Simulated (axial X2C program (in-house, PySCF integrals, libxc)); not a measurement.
## Potential curves of AlSi, scalar-relativistic

Calculated with an in-house relativistic program for diatomic molecules. Spin-free means the one-electron spin-free X2C Hamiltonian. Basis: Si dyall-v3z [8s7p2d1f], Al dyall-v3z [8s8p2d1f] (cores contracted in-house); Gaussian nuclei, density fitting, unrestricted open shells. Masses: Si 27.977 u, Al 26.982 u.

State: M_S = 3/2, Λ = 0 (beyond evenly filled blocks: σα, π+α, π-α). Energies in cm⁻¹ from the fragments at the same level (Si + Al). Fits are polynomials in 1 − R0/R over 0.85 to 1.23 times the lowest point R0.

| R (Å) | CCSD(T) | MP2 |
| --- | --- | --- |
| 2.1150 |  | -15473 |
| 2.2122 | -17749 | -18026 |
| 2.2851 | -18862 | -19099 |
| 2.3581 | -19436 | -19638 |
| 2.4310 | -19594 | -19769 |
| 2.5161 | -19388 | -19535 |
| 2.6012 | -18875 | -18996 |
| 2.7106 | -17909 | -17993 |
| 2.8443 |  | -16468 |
| 3.0388 |  | -13962 |

Correlated methods: 7 electrons correlated (number of frozen shells: Si 2 s, 1 p; Al 2 s, 1 p), 141 virtual spin orbitals or spinors in MP2.

The state is a single determinant with fixed occupations, the lowest that a limited PBE0 search found. De is counted from the lowest determinant-based energies of the atoms at the same level, without counterpoise correction. Coupled cluster ran in a truncated set of natural virtual spinors; the MP2 energy of the rest was added. (T) has no such correction and the atoms are truncated less, which lowers De at CCSD(T) by a hundredth of an eV or more. PBE0 can misorder states that lie within some tenths of an eV, so this need not be the ground state of the molecule. The nearest other spin-free determinant of the search, M_S = 1/2, Λ = 0, lies 0.26 eV up at the distance of the search. Coupled cluster ran on the points near the minimum only. MP2 and coupled cluster on one determinant become unreliable at the stretched end.

Question: Fit the CCSD(T) curve near its minimum: give the equilibrium distance, the harmonic wavenumber and the well depth.

Answer: At CCSD(T), spin-free: Re = 2.428 Å, ωe ≈ 382 cm⁻¹, De = 2.43 eV to Si + Al; Be follows as 0.208 cm⁻¹.

Question: What are Re, ωe and De at the MP2 level?

Answer: At MP2, spin-free: Re = 2.422 Å, ωe ≈ 384 cm⁻¹, De = 2.45 eV to Si + Al; Be follows as 0.209 cm⁻¹.
